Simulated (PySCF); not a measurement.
# Spectroscopy problems

Theory: couplings computed with B3LYP/pcJ-1, GFN2-xTB structure, shielding tensors at PBE0/pcSseg-1 (GIAO), in PySCF 2.14.0 with density-fitted response routines (fast rotation and ring inversion assumed for equivalent nuclei, no solvent model, a single conformation, relativity neglected).

Shifts are taken against calculated references (same method and geometry level): TMS for ¹H (31.72 ppm), ¹³C (186.93 ppm). Multiplet labels drop J under 1 Hz and among equivalent protons, and merge close values. Unscaled 3J(H,H) run several per cent high. Where no couplings were computed, multiplicities follow the n + 1 count of equivalent neighbours, and m marks all less simple cases (inequivalent or close neighbours, rings, F or P nearby). Shifts are as computed. Against solution values, carbons near 30 ppm lie about +3 ppm off and those near 130 ppm about +5 ppm. Of 1211 compounds with measured shifts, 218 miss one by over three times the rms of a fit or turn the order of signals round; such compounds aren't used in these exercises.

(1) C6H4O2. ¹H NMR (400 MHz, computed): δ 7.45 (s, 2H), 6.82 (s, 2H). ¹³C{¹H} NMR (computed): δ 197.2 (C), 155.0 (CH), 142.7 (C), 135.6 (CH2). Identify the compound.

(2) C2H2O2. ¹H NMR (300 MHz, computed): δ 9.26 (s, 2H). ¹³C{¹H} NMR (computed): δ 196.0 (CH). What is it?

## Answers

(1) SMILES O=C1C(=C)C(=O)C=C1. Rings plus π bonds: 5 (1 ring in the answer). 4 carbon signals for 6 carbons: some carbons are equivalent by symmetry or fast rotation. Carbon types of the structure: 3 × C, 2 × CH, 1 × CH2, which accounts for all hydrogens. δC 197.2: ketone carbonyl carbon; the double bond to the heteroatom, with no lone-pair donor beside it, deshields it most. δC 155.0, 135.6: β carbon of a C=C–C=O unit; conjugation with the carbonyl draws π density from the β position. δC 142.7: α carbon of a C=C–C=O unit; the olefinic region. δH 7.45, 6.82: hydrogen on a β carbon of a C=C–C=O unit; a vinylic proton, deshielded by the sp2 carbon and the C=C anisotropy.

The data come from this structure; uniqueness wasn't tested.

(2) Glyoxal. The formula gives 2 degrees of unsaturation (no ring in the answer). 1 carbon signal for 2 carbons: some carbons are equivalent by symmetry or fast rotation. Carbon types of the structure: 2 × CH, which accounts for all hydrogens. δC 196.0: aldehyde carbonyl carbon; low-lying n→π* states of the double bond to the heteroatom give a large paramagnetic term (-260 ppm). δH 9.26: hydrogen on an aldehyde carbonyl carbon; deshielded by the polar, anisotropic C=O bond.
